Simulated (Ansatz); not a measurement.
A calculation with Ansatz (development build ahead of 0.2.0).

```yaml
crystal:
  periodic: [false, false, false]
  atoms:
    - { symbol: C, position_ang: [0.02158, -0.04509, -0.00106] }
    - { symbol: C, position_ang: [-0.01979, 0.039, 1.54423] }
    - { symbol: O, position_ang: [-0.02042, 1.33418, -0.40427] }
    - { symbol: H, position_ang: [-0.86297, -0.50645, -0.42135] }
    - { symbol: H, position_ang: [0.84923, -0.48273, -0.38962] }
    - { symbol: H, position_ang: [0.03816, -1.01455, 1.91346] }
    - { symbol: H, position_ang: [0.85049, 0.54456, 1.88563] }
    - { symbol: H, position_ang: [-0.8451, 0.51733, 1.90592] }
    - { symbol: H, position_ang: [-0.0008, 1.42402, -1.37498] }
basis:
  gaussian: { orbitals: cc-pVDZ }
hamiltonian:
  xc: hf
correlation:
  method: mp2
  frozen_orbitals: { C: 1, H: 0, O: 1 }
```

The input is written out in the form of the current development build from the run's settings.

Results

```
Converged                       : yes
Reference energy                : -154.07707 hartree
Correlation energy              : -0.47870 hartree
Total energy                    : -154.55577 hartree
Spin squared of the determinant : 0.000
```
